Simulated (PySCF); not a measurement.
**Relaxation of singlet NH₃**

Computed with wB97X/[N def2-TZVP, H def2-TZVP], no relativity, density fitting, PySCF. A (50,194) grid was used.

A hand-made trigonal planar start, of D3h symmetry, held to at least that symmetry:

Coordinates in bohr (charge 0 multiplicity 1):
```
N     0.0000    0.0000    0.0000
H     1.9464    0.0000    0.0000
H    -0.9732    1.6856    0.0000
H    -0.9732   -1.6856    0.0000
```

At each step, columns x, y, z (Å) and Fx, Fy, Fz (eV/Å):

```
step 0  E − E(last) = 7.70 kJ/mol
N    0.000   0.000   0.000   0.000   0.000   0.000
H    1.030   0.000   0.000  -1.519   0.000   0.000
H   -0.515   0.892   0.000   0.759  -1.315   0.000
H   -0.515  -0.892   0.000   0.759   1.315   0.000
step 1  E − E(last) = 0.13 kJ/mol
N    0.000   0.000   0.000   0.001   0.000   0.000
H    0.992   0.000   0.000   0.211   0.000   0.000
H   -0.496   0.859   0.000  -0.106   0.183   0.000
H   -0.496  -0.859   0.000  -0.106  -0.183   0.000
step 2  E − E(last) = 0.00 kJ/mol
N    0.000   0.000   0.000   0.001   0.000   0.000
H    0.997   0.000   0.000  -0.023   0.000   0.000
H   -0.498   0.863   0.000   0.011  -0.020   0.000
H   -0.498  -0.863   0.000   0.011   0.020   0.000
step 3  E − E(last) = 0.00 kJ/mol
N    0.000   0.000   0.000   0.001   0.000   0.000
H    0.996   0.000   0.000  -0.001   0.000   0.000
H   -0.498   0.863   0.000   0.000   0.000   0.000
H   -0.498  -0.863   0.000   0.000   0.000   0.000
```

It ends at D3h with N–H 0.996 Å (×3); H–N–H 120.0° (×3). A frequency run shows 1 imaginary mode, down to 790i cm⁻¹, so it is a saddle point. Other isomers or separated fragments may lie lower.
